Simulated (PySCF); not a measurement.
# Vibration and rotation of HCl

RHF-CCSD(T) constants of HCl, ¹Σ⁺ (singlet), closed shell (basis H aug-pcseg-1, Cl aug-pcseg-1; no relativity; PySCF 2.14; masses 1.0078 and 34.9689 u):

- ωe: 2985.6 cm⁻¹
- ωexe: 55.7 cm⁻¹
- Be: 10.358 cm⁻¹
- αe: 0.303 cm⁻¹
- D (centrifugal): 0.000499 cm⁻¹
- De to H + Cl: 4.34 eV

Give the vibrational terms G(v) and spacings up to v = 6.

G(v) = ωe(v+½) − ωexe(v+½)².

| v | G(v) (cm⁻¹) | G(v) − G(v−1) | Bv (cm⁻¹) |
| --- | --- | --- | --- |
| 0 | 1479 |  | 10.21 |
| 1 | 4353 | 2874 | 9.90 |
| 2 | 7116 | 2763 | 9.60 |
| 3 | 9767 | 2651 | 9.30 |
| 4 | 12307 | 2540 | 8.99 |
| 5 | 14736 | 2429 | 8.69 |
| 6 | 17053 | 2317 | 8.39 |

How well does the Morse estimate ωe²/(4ωexe) reproduce De, and what is D0?

It gives 4.96 eV, 114 % of the computed De. D0 = De − G(0) = 4.34 − 0.18 = 4.16 eV.

Correlated steps freeze 5 core orbitals. Correlated levels converge slowly with the basis: in double zeta they bind strong bonds too weakly, by up to about 1 eV, and carry superposition errors of some tenths. Where the molecule has an RHF reference, its open-shell atoms are computed with UHF.
